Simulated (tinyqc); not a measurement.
UHF in the sto-3g basis, for OH+, spin multiplicity 3, step by step (part 1 of 2). Computed by tinyqc, a small Python program that keeps every step (integrals from PySCF). Settings: charge = 1, multiplicity = 3, basis = sto-3g, energy threshold = 1e-10, iteration cap = 83, orthogonalisation = symmetric, start = core, DIIS depth = 3, DIIS from iteration = 2, shift = 1.0, method = UHF. Command: `OMP_NUM_THREADS=1 python tinyqc.py 31328 31329 out.jsonl` (the two numbers bound the seeds that draw the settings). One thread of a shared host (Intel(R) Xeon(R) Processor @ 2.60GHz), about 0.08 s of CPU time with the checks. Later iterations appear only in the table of the cycle.

## One-electron integrals

Geometry (angstrom):
```
atom         x         y         z
O     0.000000  0.000000  0.000000
H     0.000000  0.000000  0.825000
```

Basis sto-3g: exponents (1/bohr^2) and contraction coefficients of normalised primitives:
```
element  l (shell)    exponent  coefficient
O            s (1)  130.709320     0.154329
O            s (1)   23.808861     0.535328
O            s (1)    6.443608     0.444635
O            s (2)    5.033151    -0.099967
O            s (2)    1.169596     0.399513
O            s (2)    0.380389     0.700115
O            p (3)    5.033151     0.155916
O            p (3)    1.169596     0.607684
O            p (3)    0.380389     0.391957
H            s (1)    3.425251     0.154329
H            s (1)    0.623914     0.535328
H            s (1)    0.168855     0.444635
```

Overlap, kinetic and nuclear-attraction integrals over the contracted functions; the nuclear repulsion is the sum of Za Zb / Rab.

nuclear repulsion = 5.13141538 hartree

overlap S:
```
           1O 1s     1O 2s    1O 2px    1O 2py    1O 2pz     2H 1s
1O 1s   1.000000  0.236704  0.000000  0.000000  0.000000  0.073548
1O 2s   0.236704  1.000000  0.000000  0.000000  0.000000  0.565043
1O 2px  0.000000  0.000000  1.000000  0.000000  0.000000  0.000000
1O 2py  0.000000  0.000000  0.000000  1.000000  0.000000  0.000000
1O 2pz  0.000000  0.000000  0.000000  0.000000  1.000000  0.434235
2H 1s   0.073548  0.565043  0.000000  0.000000  0.434235  1.000000
```

kinetic energy T (hartree):
```
            1O 1s      1O 2s    1O 2px    1O 2py    1O 2pz     2H 1s
1O 1s   29.003200  -0.168011  0.000000  0.000000  0.000000  0.010493
1O 2s   -0.168011   0.808128  0.000000  0.000000  0.000000  0.202211
1O 2px   0.000000   0.000000  2.528731  0.000000  0.000000  0.000000
1O 2py   0.000000   0.000000  0.000000  2.528731  0.000000  0.000000
1O 2pz   0.000000   0.000000  0.000000  0.000000  2.528731  0.395025
2H 1s    0.010493   0.202211  0.000000  0.000000  0.395025  0.760032
```

nuclear attraction V (hartree):
```
             1O 1s      1O 2s     1O 2px     1O 2py     1O 2pz      2H 1s
1O 1s   -61.259882  -7.334908   0.000000   0.000000  -0.020897  -2.359618
1O 2s    -7.334908  -9.674410   0.000000   0.000000  -0.229566  -4.572445
1O 2px    0.000000   0.000000  -9.545335   0.000000   0.000000   0.000000
1O 2py    0.000000   0.000000   0.000000  -9.545335   0.000000   0.000000
1O 2pz   -0.020897  -0.229566   0.000000   0.000000  -9.714940  -3.240156
2H 1s    -2.359618  -4.572445   0.000000   0.000000  -3.240156  -6.044912
```

core Hamiltonian H = T + V (hartree):
```
             1O 1s      1O 2s     1O 2px     1O 2py     1O 2pz      2H 1s
1O 1s   -32.256682  -7.502919   0.000000   0.000000  -0.020897  -2.349125
1O 2s    -7.502919  -8.866282   0.000000   0.000000  -0.229566  -4.370235
1O 2px    0.000000   0.000000  -7.016604   0.000000   0.000000   0.000000
1O 2py    0.000000   0.000000   0.000000  -7.016604   0.000000   0.000000
1O 2pz   -0.020897  -0.229566   0.000000   0.000000  -7.186209  -2.845130
2H 1s    -2.349125  -4.370235   0.000000   0.000000  -2.845130  -5.284880
```

## Two-electron integrals

Functions are numbered as in S; the eight-fold symmetry (ij|kl) = (ji|kl) = (kl|ij) leaves the list below.

Two-electron integrals (ij|kl) in chemists' order, unique and non-zero (hartree):
```
(11|11) 4.785065   (21|11) 0.741380   (21|21) 0.136873   (22|11) 1.118947
(22|21) 0.256633   (22|22) 0.817206   (31|31) 0.024477   (32|31) 0.037809
(32|32) 0.180518   (33|11) 1.115814   (33|21) 0.256684   (33|22) 0.817023
(33|33) 0.880159   (41|41) 0.024477   (42|41) 0.037809   (42|42) 0.180518
(43|43) 0.047444   (44|11) 1.115814   (44|21) 0.256684   (44|22) 0.817023
(44|33) 0.785270   (44|44) 0.880159   (51|51) 0.024477   (52|51) 0.037809
(52|52) 0.180518   (53|53) 0.047444   (54|54) 0.047444   (55|11) 1.115814
(55|21) 0.256684   (55|22) 0.817023   (55|33) 0.785270   (55|44) 0.785270
(55|55) 0.880159   (61|11) 0.235036   (61|21) 0.042950   (61|22) 0.079766
(61|33) 0.079622   (61|44) 0.079622   (61|51) 0.001913   (61|52) 0.003558
(61|55) 0.080060   (61|61) 0.013643   (62|11) 0.503300   (62|21) 0.116578
(62|22) 0.403109   (62|33) 0.396908   (62|44) 0.396908   (62|51) 0.008530
(62|52) 0.061684   (62|55) 0.415153   (62|61) 0.037106   (62|62) 0.234490
(63|31) 0.013003   (63|32) 0.072689   (63|53) 0.013212   (63|63) 0.035869
(64|41) 0.013003   (64|42) 0.072689   (64|54) 0.013212   (64|64) 0.035869
(65|11) 0.331674   (65|21) 0.077924   (65|22) 0.287996   (65|33) 0.274580
(65|44) 0.274580   (65|51) 0.018132   (65|52) 0.115433   (65|55) 0.314522
(65|61) 0.026043   (65|62) 0.203603   (65|65) 0.211119   (66|11) 0.600869
(66|21) 0.141378   (66|22) 0.552893   (66|33) 0.530668   (66|44) 0.530668
(66|51) 0.014960   (66|52) 0.141799   (66|55) 0.596731   (66|61) 0.045527
(66|62) 0.382622   (66|65) 0.380585   (66|66) 0.774606
```

## Orthogonalisation

S = U s U^T; symmetric (Loewdin) form X = U s^(-1/2) U^T, so that X^T S X = 1.

eigenvalues of S: 0.277651  0.841412  1.000000  1.000000  1.121424  1.759513

X:
```
            1O 1s      1O 2s    1O 2px    1O 2py     1O 2pz      2H 1s
1O 1s    1.023486  -0.138734  0.000000  0.000000  -0.012061   0.027698
1O 2s   -0.138734   1.227773  0.000000  0.000000   0.155424  -0.444673
1O 2px   0.000000   0.000000  1.000000  0.000000   0.000000   0.000000
1O 2py   0.000000   0.000000  0.000000  1.000000   0.000000   0.000000
1O 2pz  -0.012061   0.155424  0.000000  0.000000   1.117354  -0.336678
2H 1s    0.027698  -0.444673  0.000000  0.000000  -0.336678   1.317555
```

## Starting guess

The start is the orbitals of the core Hamiltonian; D(s) = C_occ C_occ^T for each spin.

D(alpha) at the start:
```
            1O 1s      1O 2s    1O 2px    1O 2py     1O 2pz      2H 1s
1O 1s    1.065230  -0.294389  0.000000  0.000000  -0.035139   0.061610
1O 2s   -0.294389   1.327806  0.000000  0.000000   0.233387  -0.284536
1O 2px   0.000000   0.000000  1.000000  0.000000   0.000000   0.000000
1O 2py   0.000000   0.000000  0.000000  1.000000   0.000000   0.000000
1O 2pz  -0.035139   0.233387  0.000000  0.000000   1.196476  -0.282653
2H 1s    0.061610  -0.284536  0.000000  0.000000  -0.282653   0.107817
```

D(beta) at the start:
```
            1O 1s      1O 2s    1O 2px    1O 2py     1O 2pz      2H 1s
1O 1s    1.065230  -0.294389  0.000000  0.000000  -0.035139   0.061610
1O 2s   -0.294389   1.327806  0.000000  0.000000   0.233387  -0.284536
1O 2px   0.000000   0.000000  0.000000  0.000000   0.000000   0.000000
1O 2py   0.000000   0.000000  0.000000  0.000000   0.000000   0.000000
1O 2pz  -0.035139   0.233387  0.000000  0.000000   1.196476  -0.282653
2H 1s    0.061610  -0.284536  0.000000  0.000000  -0.282653   0.107817
```

## Iteration 1: building the Fock matrix

J_ij = sum D_kl (ij|kl) with D = D(alpha) + D(beta), K_ij = sum D_kl (ik|jl) for each spin; F = H + J - K(s); E = tr D H + tr D J / 2 - 0.5 sum_s tr D(s) K(s) + E_nn.

Coulomb J (hartree):
```
            1O 1s      1O 2s    1O 2px    1O 2py     1O 2pz     2H 1s
1O 1s   16.434243   3.047710  0.000000  0.000000   0.005345  0.957365
1O 2s    3.047710   7.195467  0.000000  0.000000  -0.006054  3.443698
1O 2px   0.000000   0.000000  7.161045  0.000000   0.000000  0.000000
1O 2py   0.000000   0.000000  0.000000  7.161045   0.000000  0.000000
1O 2pz   0.005345  -0.006054  0.000000  0.000000   7.241650  2.404738
2H 1s    0.957365   3.443698  0.000000  0.000000   2.404738  4.513952
```

exchange K(alpha) (hartree):
```
           1O 1s     1O 2s    1O 2px    1O 2py    1O 2pz     2H 1s
1O 1s   4.925576  0.860025  0.000000  0.000000  0.001083  0.280900
1O 2s   0.860025  1.432194  0.000000  0.000000  0.000274  0.616022
1O 2px  0.000000  0.000000  1.184512  0.000000  0.000000  0.000000
1O 2py  0.000000  0.000000  0.000000  1.184512  0.000000  0.000000
1O 2pz  0.001083  0.000274  0.000000  0.000000  1.172990  0.320446
2H 1s   0.280900  0.616022  0.000000  0.000000  0.320446  0.377824
```

exchange K(beta) (hartree):
```
           1O 1s     1O 2s    1O 2px    1O 2py    1O 2pz     2H 1s
1O 1s   4.876621  0.784408  0.000000  0.000000  0.001083  0.254893
1O 2s   0.784408  1.071157  0.000000  0.000000  0.000274  0.470644
1O 2px  0.000000  0.000000  0.256908  0.000000  0.000000  0.000000
1O 2py  0.000000  0.000000  0.000000  0.256908  0.000000  0.000000
1O 2pz  0.001083  0.000274  0.000000  0.000000  1.078101  0.294023
2H 1s   0.254893  0.470644  0.000000  0.000000  0.294023  0.306087
```

F(alpha) (hartree):
```
             1O 1s      1O 2s     1O 2px     1O 2py     1O 2pz      2H 1s
1O 1s   -20.748015  -5.315234   0.000000   0.000000  -0.016635  -1.672660
1O 2s    -5.315234  -3.103009   0.000000   0.000000  -0.235894  -1.542559
1O 2px    0.000000   0.000000  -1.040071   0.000000   0.000000   0.000000
1O 2py    0.000000   0.000000   0.000000  -1.040071   0.000000   0.000000
1O 2pz   -0.016635  -0.235894   0.000000   0.000000  -1.117549  -0.760838
2H 1s    -1.672660  -1.542559   0.000000   0.000000  -0.760838  -1.148752
```

F(beta) (hartree):
```
             1O 1s      1O 2s     1O 2px     1O 2py     1O 2pz      2H 1s
1O 1s   -20.699060  -5.239617   0.000000   0.000000  -0.016635  -1.646653
1O 2s    -5.239617  -2.741972   0.000000   0.000000  -0.235894  -1.397180
1O 2px    0.000000   0.000000  -0.112467   0.000000   0.000000   0.000000
1O 2py    0.000000   0.000000   0.000000  -0.112467   0.000000   0.000000
1O 2pz   -0.016635  -0.235894   0.000000   0.000000  -1.022660  -0.734415
2H 1s    -1.646653  -1.397180   0.000000   0.000000  -0.734415  -1.077015
```

total energy of this density = -73.41218450 hartree

## Iteration 1: diagonalisation and new density

A level shift of 1 hartree raises the virtual space: F + shift (S - S D(s) S), with D(s) the density of one spin. Diagonalise F' = X^T F X, C = X C', fill 5 alpha and 3 beta electrons from the bottom; D(s) = C_occ C_occ^T. Each column has its largest component positive (the first on a tie).

F' = X^T F X (alpha) (hartree):
```
            1          2          3          4          5          6
1  -20.368202  -2.671825   0.000000   0.000000  -0.015940  -0.331019
2   -2.671825  -1.999888   0.000000   0.000000  -0.039792  -0.794570
3    0.000000   0.000000  -1.040071   0.000000   0.000000   0.000000
4    0.000000   0.000000   0.000000  -1.040071   0.000000   0.000000
5   -0.015940  -0.039792   0.000000   0.000000  -0.939714  -0.551458
6   -0.331019  -0.794570   0.000000   0.000000  -0.551458   0.639114
```

orbital energies (alpha) (hartree): MO1 -20.758056, MO2 -1.883007, MO3 -1.040071, MO4 -1.040071, MO5 -1.034302, MO6 1.006674

coefficients C (alpha):
```
              MO1        MO2        MO3       MO4        MO5        MO6
1O 1s    0.993789  -0.261214   0.000000  0.000000   0.069953   0.083301
1O 2s    0.027936   1.031544   0.000000  0.000000  -0.290917  -0.773995
1O 2px   0.000000   0.000000  -0.173586  0.984819   0.000000   0.000000
1O 2py   0.000000   0.000000   0.984819  0.173586   0.000000   0.000000
1O 2pz   0.005015   0.284248   0.000000  0.000000   0.944679  -0.642568
2H 1s   -0.009049  -0.065366   0.000000  0.000000   0.050153   1.428613
```

F' = X^T F X (beta) (hartree):
```
            1          2         3         4          5          6
1  -20.331038  -2.642626  0.000000  0.000000  -0.014750  -0.333001
2   -2.642626  -1.623177  0.000000  0.000000  -0.029645  -0.763417
3    0.000000   0.000000  0.887533  0.000000   0.000000   0.000000
4    0.000000   0.000000  0.000000  0.887533   0.000000   0.000000
5   -0.014750  -0.029645  0.000000  0.000000  -0.839554  -0.550439
6   -0.333001  -0.763417  0.000000  0.000000  -0.550439   0.652073
```

orbital energies (beta) (hartree): MO1 -20.706063, MO2 -1.556050, MO3 -0.916712, MO4 0.887533, MO5 0.887533, MO6 1.037130

coefficients C (beta):
```
              MO1        MO2        MO3       MO4        MO5        MO6
1O 1s    0.994894  -0.246938   0.094659  0.000000   0.000000   0.089055
1O 2s    0.023149   0.976142  -0.393300  0.000000   0.000000  -0.800306
1O 2px   0.000000   0.000000   0.000000  0.999212  -0.039692   0.000000
1O 2py   0.000000   0.000000   0.000000  0.039692   0.999212   0.000000
1O 2pz   0.004309   0.361452   0.911548  0.000000   0.000000  -0.651573
2H 1s   -0.007531  -0.022355   0.055369  0.000000   0.000000   1.429749
```

D(alpha) after iteration 1:
```
            1O 1s      1O 2s    1O 2px    1O 2py     1O 2pz      2H 1s
1O 1s    1.060744  -0.262042  0.000000  0.000000  -0.003182   0.011590
1O 2s   -0.262042   1.149497  0.000000  0.000000   0.018531  -0.082271
1O 2px   0.000000   0.000000  1.000000  0.000000   0.000000   0.000000
1O 2py   0.000000   0.000000  0.000000  1.000000   0.000000   0.000000
1O 2pz  -0.003182   0.018531  0.000000  0.000000   0.973240   0.028753
2H 1s    0.011590  -0.082271  0.000000  0.000000   0.028753   0.006870
```

D(beta) after iteration 1:
```
            1O 1s      1O 2s    1O 2px    1O 2py     1O 2pz      2H 1s
1O 1s    1.059752  -0.255245  0.000000  0.000000   0.001317   0.003268
1O 2s   -0.255245   1.108074  0.000000  0.000000  -0.005583  -0.043773
1O 2px   0.000000   0.000000  0.000000  0.000000   0.000000   0.000000
1O 2py   0.000000   0.000000  0.000000  0.000000   0.000000   0.000000
1O 2pz   0.001317  -0.005583  0.000000  0.000000   0.961586   0.042358
2H 1s    0.003268  -0.043773  0.000000  0.000000   0.042358   0.003622
```

Within a degenerate level the vectors are fixed only up to a rotation; this is one choice.

## Iteration 2: building the Fock matrix

As before.

Coulomb J (hartree):
```
            1O 1s     1O 2s    1O 2px    1O 2py    1O 2pz     2H 1s
1O 1s   16.229917  3.004317  0.000000  0.000000  0.001530  0.943499
1O 2s    3.004317  7.114471  0.000000  0.000000  0.006995  3.430277
1O 2px   0.000000  0.000000  7.076726  0.000000  0.000000  0.000000
1O 2py   0.000000  0.000000  0.000000  7.076726  0.000000  0.000000
1O 2pz   0.001530  0.006995  0.000000  0.000000  7.167219  2.416963
2H 1s    0.943499  3.430277  0.000000  0.000000  2.416963  4.562746
```

exchange K(alpha) (hartree):
```
           1O 1s     1O 2s    1O 2px    1O 2py    1O 2pz     2H 1s
1O 1s   4.915880  0.855530  0.000000  0.000000  0.001993  0.278302
1O 2s   0.855530  1.428322  0.000000  0.000000  0.006436  0.671274
1O 2px  0.000000  0.000000  1.176780  0.000000  0.000000  0.000000
1O 2py  0.000000  0.000000  0.000000  1.176780  0.000000  0.000000
1O 2pz  0.001993  0.006436  0.000000  0.000000  1.166113  0.409717
2H 1s   0.278302  0.671274  0.000000  0.000000  0.409717  0.514463
```

exchange K(beta) (hartree):
```
           1O 1s     1O 2s    1O 2px    1O 2py    1O 2pz     2H 1s
1O 1s   4.865706  0.779700  0.000000  0.000000  0.001635  0.252318
1O 2s   0.779700  1.064699  0.000000  0.000000  0.003007  0.533364
1O 2px  0.000000  0.000000  0.247259  0.000000  0.000000  0.000000
1O 2py  0.000000  0.000000  0.000000  0.247259  0.000000  0.000000
1O 2pz  0.001635  0.003007  0.000000  0.000000  1.070438  0.387512
2H 1s   0.252318  0.533364  0.000000  0.000000  0.387512  0.458001
```

F(alpha) (hartree):
```
             1O 1s      1O 2s     1O 2px     1O 2py     1O 2pz      2H 1s
1O 1s   -20.942645  -5.354132   0.000000   0.000000  -0.021361  -1.683928
1O 2s    -5.354132  -3.180133   0.000000   0.000000  -0.229007  -1.611233
1O 2px    0.000000   0.000000  -1.116657   0.000000   0.000000   0.000000
1O 2py    0.000000   0.000000   0.000000  -1.116657   0.000000   0.000000
1O 2pz   -0.021361  -0.229007   0.000000   0.000000  -1.185104  -0.837885
2H 1s    -1.683928  -1.611233   0.000000   0.000000  -0.837885  -1.236597
```

F(beta) (hartree):
```
             1O 1s      1O 2s     1O 2px     1O 2py     1O 2pz      2H 1s
1O 1s   -20.892471  -5.278301   0.000000   0.000000  -0.021002  -1.657945
1O 2s    -5.278301  -2.816510   0.000000   0.000000  -0.225578  -1.473322
1O 2px    0.000000   0.000000  -0.187137   0.000000   0.000000   0.000000
1O 2py    0.000000   0.000000   0.000000  -0.187137   0.000000   0.000000
1O 2pz   -0.021002  -0.225578   0.000000   0.000000  -1.089429  -0.815680
2H 1s    -1.657945  -1.473322   0.000000   0.000000  -0.815680  -1.180135
```

total energy of this density = -73.81007348 hartree

## Iteration 2: diagonalisation and new density

As before.

F' = X^T F X (alpha) (hartree):
```
            1          2          3          4          5          6
1  -20.562191  -2.687502   0.000000   0.000000  -0.029960  -0.306786
2   -2.687502  -1.998297   0.000000   0.000000   0.062255  -0.933918
3    0.000000   0.000000  -1.116657   0.000000   0.000000   0.000000
4    0.000000   0.000000   0.000000  -1.116657   0.000000   0.000000
5   -0.029960   0.062255   0.000000   0.000000  -0.906323  -0.803357
6   -0.306786  -0.933918   0.000000   0.000000  -0.803357   0.512227
```

orbital energies (alpha) (hartree): MO1 -20.952330, MO2 -1.984253, MO3 -1.153862, MO4 -1.116657, MO5 -1.116657, MO6 1.135862

coefficients C (alpha):
```
              MO1        MO2        MO3        MO4       MO5        MO6
1O 1s    0.993930  -0.251618   0.087325   0.000000  0.000000   0.094071
1O 2s    0.027448   0.963698  -0.400298   0.000000  0.000000  -0.811702
1O 2px   0.000000   0.000000   0.000000  -0.065804  0.997833   0.000000
1O 2py   0.000000   0.000000   0.000000   0.997833  0.065804   0.000000
1O 2pz   0.005247   0.270285   0.871345   0.000000  0.000000  -0.744184
2H 1s   -0.009226   0.037539   0.179918   0.000000  0.000000   1.419134
```

F' = X^T F X (beta) (hartree):
```
            1          2         3         4          5          6
1  -20.523609  -2.660427  0.000000  0.000000  -0.030151  -0.305407
2   -2.660427  -1.598027  0.000000  0.000000   0.089564  -0.931220
3    0.000000   0.000000  0.812863  0.000000   0.000000   0.000000
4    0.000000   0.000000  0.000000  0.812863   0.000000   0.000000
5   -0.030151   0.089564  0.000000  0.000000  -0.797788  -0.811808
6   -0.305407  -0.931220  0.000000  0.000000  -0.811808   0.496067
```

orbital energies (beta) (hartree): MO1 -20.899187, MO2 -1.680295, MO3 -1.030028, MO4 0.812863, MO5 0.812863, MO6 1.186153

coefficients C (beta):
```
              MO1        MO2        MO3       MO4        MO5        MO6
1O 1s    0.995025  -0.230702   0.116832  0.000000   0.000000   0.103613
1O 2s    0.022677   0.868252  -0.517613  0.000000   0.000000  -0.852213
1O 2px   0.000000   0.000000   0.000000  0.999637  -0.026935   0.000000
1O 2py   0.000000   0.000000   0.000000  0.026935   0.999637   0.000000
1O 2pz   0.004512   0.346259   0.831911  0.000000   0.000000  -0.757722
2H 1s   -0.007674   0.122476   0.169549  0.000000   0.000000   1.415627
```

D(alpha) after iteration 2:
```
            1O 1s      1O 2s    1O 2px    1O 2py     1O 2pz      2H 1s
1O 1s    1.058833  -0.250159  0.000000  0.000000   0.013297  -0.002904
1O 2s   -0.250159   1.089705  0.000000  0.000000  -0.088180  -0.036097
1O 2px   0.000000   0.000000  1.000000  0.000000   0.000000   0.000000
1O 2py   0.000000   0.000000  0.000000  1.000000   0.000000   0.000000
1O 2pz   0.013297  -0.088180  0.000000  0.000000   0.832324   0.166869
2H 1s   -0.002904  -0.036097  0.000000  0.000000   0.166869   0.033865
```

D(beta) after iteration 2:
```
            1O 1s      1O 2s    1O 2px    1O 2py     1O 2pz      2H 1s
1O 1s    1.056947  -0.238216  0.000000  0.000000   0.021801  -0.016082
1O 2s   -0.238216   1.022298  0.000000  0.000000  -0.129865   0.018405
1O 2px   0.000000   0.000000  0.000000  0.000000   0.000000   0.000000
1O 2py   0.000000   0.000000  0.000000  0.000000   0.000000   0.000000
1O 2pz   0.021801  -0.129865  0.000000  0.000000   0.811991   0.183424
2H 1s   -0.016082   0.018405  0.000000  0.000000   0.183424   0.043806
```

Within a degenerate level the vectors are fixed only up to a rotation; this is one choice.
